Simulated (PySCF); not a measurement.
Compound: C3H5Cl2 (doublet state).
Geometry (GFN2-xTB, Å), atoms numbered from 1 in this order:
```
atom  x, y, z in Å
C1     1.373    0.263   -0.057
C2    -0.011    0.508    0.180
Cl3   -0.587    1.779   -1.156
C4    -0.945   -0.663   -0.019
Cl5   -0.658   -1.852    1.282
H6     1.680   -0.508   -0.740
H7     2.117    0.940    0.316
H8    -0.217    1.061    1.095
H9    -0.754   -1.164   -0.967
H10   -1.989   -0.360    0.044
```

The hyperfine couplings belong to this conformer and change with its torsions.

The species is `[CH2][C@@H](Cl)CCl` [radical].

Method: UKS B3LYP, pcH-1 on C Cl H, non-relativistic, mean-field spin-orbit, GIAO in PySCF 2.14.0. One conformer (not necessarily the lowest) at the GFN2-xTB geometry, without solvent, vibrations or thermal averaging. The geometry wasn't refined by DFT: couplings that depend on bond lengths, twists or pyramidal angles can differ widely from those at the functional's own minimum. No stability test was run, so a lower SCF solution isn't excluded.

(1) Give the principal g shifts and their parts.

(2) What are the electron Larmor frequencies g μB B/h along the three axes at 350 mT?

(3) At 9.712 GHz, how far is the centre of the isotropic spectrum from where a free electron (g = 2.002319) resonates?

(4) What effective moment and Curie constant follow for a powder?

(5) In a frozen sample, at which fields do the three g values resonate at 9.5, 34, 94 and 263 GHz (hyperfine left aside), and which band first spreads them over more than twice a line width of 0.5 mT?

Answers

(1) 
```
                    Δg (ppm)     1     2     3
relativistic mass correction  -184  -184  -184
            gauge correction    10    15    24
   orbital Zeeman/spin–orbit  -798    52  3964
                       total  -971  -117  3804
```

So g = 2.00135, 2.00220, 2.00612 and g_iso = 2.00322; the tensor is rhombic: the two nearest values differ by 18 % of g3 − g1. 

(2) 9.8040, 9.8082, 9.8274 GHz for g1, g2 and g3, a range of 23.4 MHz.

(3) B = hν/(g μB) with μB/h = 13.99624 MHz/mT gives 346.55 mT for the free electron and 346.39 mT at g_iso, 0.16 mT lower.

(4) With the mean of g² = 4.0129 and S(S+1) = 0.75: μ_eff = √(⟨g²⟩S(S+1)) = 1.735 μB and χT = 0.12505·⟨g²⟩·S(S+1) = 0.376 cm³ K/mol (cgs; spin-Hamiltonian part alone).

(5) 
```tsv
band	GHz	B(g3) mT	B(g2) mT	B(g1) mT	spread mT
X	9.5	338.34	339.00	339.15	0.81
Q	34.0	1210.90	1213.28	1213.79	2.89
W	94.0	3347.79	3354.35	3355.78	7.99
J	263.0	9366.70	9385.04	9389.05	22.35
```

The spread grows in proportion to the frequency. Q band is the first where it exceeds 1.0 mT.

Largest spin populations (Mulliken): C1 (+0.95), Cl3 (+0.18) and C2 (-0.07). The angles at C1 add up to 359.3°, so it is planar; its axial dipolar tensor and the negative couplings of its protons fit spin in a p orbital normal to that plane.

The HOMO–LUMO gaps are 6.27 eV among the α and 5.17 eV among the β orbitals.

Time: 26 s of wall time (grids of density and orbitals included); peak memory 0.67 GiB. Hardware: an Arm Neoverse V2 with one thread, shared host with 96 logical CPUs at a one-minute load of 32.
